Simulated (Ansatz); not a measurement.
Reaction (SMILES): NC=O + 3 [H][H] (H2) → C (CH4) + N (NH3) + O (H2O)
B3LYP-D3(BJ)/def2-TZVP geometries, fixed; electronic energies without zero-point terms.
Largest species:
```xyz
6

N     -1.0698     0.1943     0.1075
C      0.2724     0.3136    -0.0479
O      1.0507    -0.6113    -0.0819
H     -1.4767    -0.7220     0.2042
H     -1.6667     1.0020     0.1281
H      0.5920     1.3678    -0.1427
```

Basis-set convergence of the energy of full hydrogenation at CCSD(T) with Ansatz (a quantum-chemistry and plane-wave program). Cartesian d functions, on some or all atoms, in 6-31G*, 6-31+G*; all else is spherical. Cores are frozen. Species with rotatable bonds are taken in one conformer. No added dispersion term, no relativity. Functions are those of the species that has most. Reference: Hartree-Fock in cc-pVQZ plus the correlation part extrapolated as X^-3 from cc-pVTZ and cc-pVQZ, -54.90 kcal/mol, itself unsure by roughly 0.35 kcal/mol (a third of the extrapolation step and of the last Hartree-Fock step).

```json
[
 {"basis": "STO-3G", "functions": "18", "energy of full hydrogenation (kcal/mol)": "-30.45"},
 {"basis": "3-21G", "functions": "33", "energy of full hydrogenation (kcal/mol)": "-25.64"},
 {"basis": "6-31G", "functions": "33", "energy of full hydrogenation (kcal/mol)": "-37.19"},
 {"basis": "pcseg-0", "functions": "33", "energy of full hydrogenation (kcal/mol)": "-31.89"},
 {"basis": "def2-SV(P)", "functions": "48", "energy of full hydrogenation (kcal/mol)": "-21.87"},
 {"basis": "6-31G*", "functions": "51", "energy of full hydrogenation (kcal/mol)": "…"},
 {"basis": "pcseg-1", "functions": "57", "energy of full hydrogenation (kcal/mol)": "…"},
 {"basis": "6-31+G*", "functions": "63", "energy of full hydrogenation (kcal/mol)": "…"},
 {"basis": "6-311+G**", "functions": "84", "energy of full hydrogenation (kcal/mol)": "-52.28"},
 {"basis": "def2-SVPD", "functions": "87", "energy of full hydrogenation (kcal/mol)": "-56.56"},
 {"basis": "aug-cc-pVDZ", "functions": "96", "energy of full hydrogenation (kcal/mol)": "-57.40"},
 {"basis": "aug-pcseg-1", "functions": "96", "energy of full hydrogenation (kcal/mol)": "-55.07"},
 {"basis": "6-311++G(2d,2p)", "functions": "111", "energy of full hydrogenation (kcal/mol)": "-55.68"},
 {"basis": "def2-TZVP", "functions": "111", "energy of full hydrogenation (kcal/mol)": "…"},
 {"basis": "def2-TZVPD", "functions": "141", "energy of full hydrogenation (kcal/mol)": "-50.25"},
 {"basis": "aug-pcseg-2", "functions": "207", "energy of full hydrogenation (kcal/mol)": "-55.18"},
 {"basis": "def2-QZVPP", "functions": "261", "energy of full hydrogenation (kcal/mol)": "-55.27"},
 {"basis": "pcseg-3", "functions": "279", "energy of full hydrogenation (kcal/mol)": "-55.33"}
]
```

**Question.** What belongs in the gaps?

**Answer.** 
- 6-31G*, energy of full hydrogenation (kcal/mol): -34.84
- pcseg-1, energy of full hydrogenation (kcal/mol): -48.82
- 6-31+G*, energy of full hydrogenation (kcal/mol): -39.50
- def2-TZVP, energy of full hydrogenation (kcal/mol): -47.82
